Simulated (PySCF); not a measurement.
Simulated C 1s region for methyl propyl ketone, `CCCC(C)=O`, binding energy against the vacuum level.

Every computed line was given a Gaussian of 0.6 eV full width at half maximum and an area set by the number of equivalent atoms; the highest printed point is 100. Method used: PySCF 2.14.0, delta-SCF UKS SCAN, pcX-2 on the ionised atom, pcseg-1 elsewhere, spin-free X2C.

| binding energy (eV) | intensity |
| --- | --- |
| 289.8 | 0 |
| 289.9 | 1 |
| 290.0 | 3 |
| 290.1 | 8 |
| 290.2 | 16 |
| 290.3 | 30 |
| 290.4 | 49 |
| 290.5 | 70 |
| 290.6 | 88 |
| 290.7 | 98 |
| 290.8 | 100 |
| 290.9 | 92 |
| 291.0 | 78 |
| 291.1 | 61 |
| 291.2 | 43 |
| 291.3 | 27 |
| 291.4 | 15 |
| 291.5 | 7 |
| 291.6 | 3 |
| 291.7 | 1 |
| 291.8 | 0 |
| 291.9 | 0 |
| 292.0 | 0 |
| 292.1 | 0 |
| 292.2 | 0 |
| 292.3 | 0 |
| 292.4 | 0 |
| 292.5 | 0 |
| 292.6 | 1 |
| 292.7 | 2 |
| 292.8 | 5 |
| 292.9 | 10 |
| 293.0 | 17 |
| 293.1 | 24 |
| 293.2 | 29 |
| 293.3 | 31 |
| 293.4 | 28 |
| 293.5 | 21 |
| 293.6 | 14 |
| 293.7 | 8 |
| 293.8 | 4 |
| 293.9 | 2 |
| 294.0 | 1 |
| 294.1 | 0 |

**Question.** Count the maxima, the lines and the sites behind this envelope.

**Answer.** The curve has 2 maxima (at 290.8 and 293.3 eV). Under it lie 5 lines from 5 inequivalent carbon sites. At this width some lines have no maximum of their own.

**Question.** Decompose the envelope and assign each component. Numbering: `[CH3:1][CH2:2][CH2:3][C:4]([CH3:5])=[O:6]`.

**Answer.** 
| position (eV) | relative area | line | atoms | environment |
| --- | --- | --- | --- | --- |
| 290.61 | 1 | C 1s | C2 | chain CH2 carbon |
| 290.66 | 1 | C 1s | C1 | methyl carbon |
| 290.85 | 1 | C 1s | C3 | sp3 carbon next to a carbonyl |
| 291.04 | 1 | C 1s | C5 | methyl carbon next to a carbonyl |
| 293.28 | 1 | C 1s | C4 | ketone carbonyl carbon |

**Question.** What are the centre and the root-mean-square width of the whole band?

**Answer.** The area-weighted mean of the lines is 291.29 eV. Their own spread about it is 1.01 eV (rms) and each Gaussian has σ = 0.6/2.355 = 0.25 eV; the variances add, which gives 1.04 eV.

Lowest listed C 1s: C2, bonded to 2 C and 2 H. Highest, 2.67 eV above it: C4, bonded to O (double bond) and 2 C. Summing the Pauling electronegativity differences to the bonded atoms, each weighted by its formal bond order, gives -0.70 for the lowest site and +1.78 for the highest; no listed site has a larger sum than the highest. The smallest sum, -1.05, belongs to C1, 0.05 eV above the lowest.

No satellites, vibrations or lifetime broadening are included. Isolated species at its PBE0-D3(BJ)/def2-SVP geometry (one conformer only).

The values belong to the conformer `[CH3:1][CH2:2][CH2:3][C:4]([CH3:5])=[O:6]`: C1–C2–C3–C4 179°, C2–C3–C4–C5 178°.
